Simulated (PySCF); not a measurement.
Spin-orbit coupling and the first ionisation energy along the third row

Two-component X2C-1e calculated with PySCF 2.14: MP2 on generalised Hartree-Fock spinors (GMP2), with spin-orbit coupling off and on (screened by Boettger's factors); no Breit or QED terms. Values in eV; the references (NIST) lie between the lowest levels. Elements whose determinants are no pure J levels are left out.

```tsv
element	configurations	spin-free	with spin-orbit	shift	reference
Mg (x2c-TZVPall-2c with one added diffuse shell each of s, p, d type, [Ne] frozen)	[Ne] 3s2 → [Ne] 3s1	7.215	7.215	0.000	7.646
Al (x2c-TZVPall-2c with one added diffuse shell each of s, p type, [Ne] frozen)	[Ne] 3s2 3p1 → [Ne] 3s2	5.797	5.805	0.009	5.986
S (x2c-TZVPall-2c with one added diffuse shell each of s, p type, [Ne] frozen)	[Ne] 3s2 3p4 → [Ne] 3s2 3p3	9.954	9.980	0.025	10.360
Cl (x2c-TZVPall-2c with one added diffuse shell each of s, p type, [Ne] frozen)	[Ne] 3s2 3p5 → [Ne] 3s2 3p4	12.693	12.685	-0.007	12.968
Ar (x2c-TZVPall-2c with one added diffuse shell each of s, p type, [Ne] frozen)	[Ar] → [Ne] 3s2 3p5	15.671	15.609	-0.062	15.760
```

The largest shift is at Ar, -0.062 eV, where spin-orbit coupling lowers the species with fewer electrons by more than the one with more (starting occupations closed and 3p1/2^2 3p3/2^3).

What remains against the references is mostly the basis and correlation beyond MP2.
